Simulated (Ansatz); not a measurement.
# CHSi+ (triplet): from Hartree-Fock to the top rungs, cc-pVDZ

Aim: climb from Hartree-Fock through coupled cluster and multireference methods for CHSi+ (triplet) at one geometry and basis, and see what each rung misses.

Computed with Ansatz 0.2.0, Gaussian basis. Level: cc-pVDZ, core rule «outside noble gas», up to 6 orbitals frozen.

Plan: UHF; CCSD(T) on ROHF; CCSD(T) on UHF; BCCD(T) on ROHF; CISD; CCSDT(Q) on ROHF; CCSDT(Q) on UHF; CISDTQ; CCSDTQ on ROHF; CCSDTQ on UHF; CASSCF and MRCISD+Q, 8 electrons in 9 orbitals; CASSCF and MRCISD+Q(relaxed), 8 electrons in 9 orbitals; CASSCF and NEVPT2, 8 electrons in 9 orbitals.

5 further runs of the same task are left out: 5 set aside as unsound or not needed.

## Step 1: The system

The geometry is a PBE0/def2-TZVP stationary point (not a proven minimum) of the parent state, kept for this charge and spin.

3 atoms, charge 1, spin multiplicity 3.

Atoms are counted from 1 here; the program's logs count them from 0.

Bond lengths: Si1–C2 1.726 Å, Si1–H3 1.500 Å. Angles: C2–Si1–H3 180.0°.

## Step 2: UHF

The input, in.yaml:

```yaml
crystal:
  periodic: [false, false, false]
  atoms:
    - {symbol: Si, position_ang: [0.000000, 0.000000, 0.075579]}
    - {symbol: C, position_ang: [0.000000, 0.000000, -1.650691]}
    - {symbol: H, position_ang: [0.000000, 0.000000, 1.575112]}
basis:
  gaussian: {orbitals: cc-pVDZ}
total_charge: 1
magnetization: {spin_polarized: true, initial_magnetization: 2}
hamiltonian: {xc: hf}
output: {orbitals: {seedname: orbitals}}
```

Run with:

```sh
> ansatz run in.yaml --threads 1 --pin off --events-out ev --progress --plain --max-ram 4096MiB --backend cpu
```

The runs that follow: CCSD(T) on ROHF; CCSD(T) on UHF; BCCD(T) on ROHF; CISD; CCSDT(Q) on ROHF; CCSDT(Q) on UHF; CISDTQ; CCSDTQ on ROHF; CCSDTQ on UHF; CASSCF and MRCISD+Q, 8 electrons in 9 orbitals; CASSCF and MRCISD+Q(relaxed), 8 electrons in 9 orbitals; CASSCF and NEVPT2, 8 electrons in 9 orbitals.

Q: Predict the results of all the runs planned. Wanted: UCCSDTQ below the RHF energy; RMP2 from UCCSDTQ; UMP2 from UCCSDTQ; RCCSD from UCCSDTQ; RCCSD(T) from UCCSDTQ; UCCSD(T) from UCCSDTQ; RCCSDT(Q) from UCCSDTQ; UCCSDT(Q) from UCCSDTQ; NEVPT2 valence from UCCSDTQ.

**Answer**, as computed:

| quantity | value |
| --- | --- |
| UCCSDTQ below the RHF energy | -5.5137 eV |
| RMP2 from UCCSDTQ | +1231.5 meV |
| UMP2 from UCCSDTQ | +1270.9 meV |
| RCCSD from UCCSDTQ | +333.4 meV |
| RCCSD(T) from UCCSDTQ | +81.4 meV |
| UCCSD(T) from UCCSDTQ | +84.3 meV |
| RCCSDT(Q) from UCCSDTQ | +1.5 meV |
| UCCSDT(Q) from UCCSDTQ | -1.4 meV |
| NEVPT2 valence from UCCSDTQ | +648.9 meV |
| MRCISD+Q valence from UCCSDTQ | +1.0 meV |
| MRCISD+Q(relaxed) valence from UCCSDTQ | -26.1 meV |
| levels within 1 kcal/mol (43 meV) | RCCSDT, UCCSDT, CISDTQ, RCCSDT(Q), UCCSDT(Q), RCCSDTQ, MRCISD+Q valence, MRCISD+Q(relaxed) valence |
| T1 diagnostic | 0.031 |
| effectively unpaired electrons | 2.09 |

What this shows: RCCSD(T) lands +81.4 meV from the yardstick (1.5 % of the correlation energy). One determinant dominates. Of the multireference levels listed MRCISD+Q valence comes nearest in total energy (+1.0 meV), which doesn't show that its space is the better one. Coupled cluster took another determinant than the lowest Hartree-Fock one. These misses are within one basis, not against nature; the frozen cores of restricted and unrestricted runs differ, which can shift their rows.
